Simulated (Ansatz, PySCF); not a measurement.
Molecule: C₂H₅O (charge 0, doublet). It need not be the lowest isomer of its formula. 
Geometry from a B3LYP-D3(BJ)/def2-TZVP (Ansatz, a program for electronic structure) optimisation:
```xyz
8

C      1.1500    -0.5481     0.0778
C      0.1001     0.4855     0.1538
O     -1.1512    -0.0848    -0.2195
H     -1.8025     0.6203    -0.2893
H      0.0546     0.9063     1.1703
H      0.3469     1.3296    -0.5164
H      2.1102    -0.3827     0.5442
H      0.9997    -1.4196    -0.5423
```
Charge 0, spin multiplicity 2.

Total electronic energies in hartree. Correlated levels leave the core frozen unless marked. Open shells are spin-unrestricted. Spin-orbit coupling is left out. No relativistic terms. CBS(X,Y): correlation extrapolated as X^-3; Hartree-Fock from the larger set. [CCSD(T)-MP2]/basis is that difference in the basis named.

```json
[
 {"level": "TPSS/def2-TZVPD", "program": "PySCF", "energy (Eh)": "-154.45489"},
 {"level": "r2SCAN/def2-TZVPD", "program": "Ansatz", "energy (Eh)": "-154.34573"},
 {"level": "r2SCAN0-D4/def2-TZVPD", "program": "Ansatz + dftd4", "energy (Eh)": "-154.32931"},
 {"level": "PW6B95/def2-TZVPD", "program": "PySCF", "energy (Eh)": "-154.61046"},
 {"level": "HSE06/def2-TZVPD", "program": "Ansatz", "energy (Eh)": "-154.24438"},
 {"level": "RI-MP2/aug-cc-pVTZ", "program": "Ansatz", "energy (Eh)": "-154.08401"},
 {"level": "SCS-MP2/aug-cc-pVDZ", "program": "Ansatz", "energy (Eh)": "-153.94008"},
 {"level": "CCSD/cc-pVDZ", "program": "Ansatz", "energy (Eh)": "-153.94232"},
 {"level": "RI-MP2/CBS(cc-pVTZ,cc-pVQZ)+[CCSD(T)-MP2]/cc-pVTZ", "program": "Ansatz", "energy (Eh)": "-154.2024"}
]
```

Totals of different functionals don't rank their quality; only differences between species are comparable.
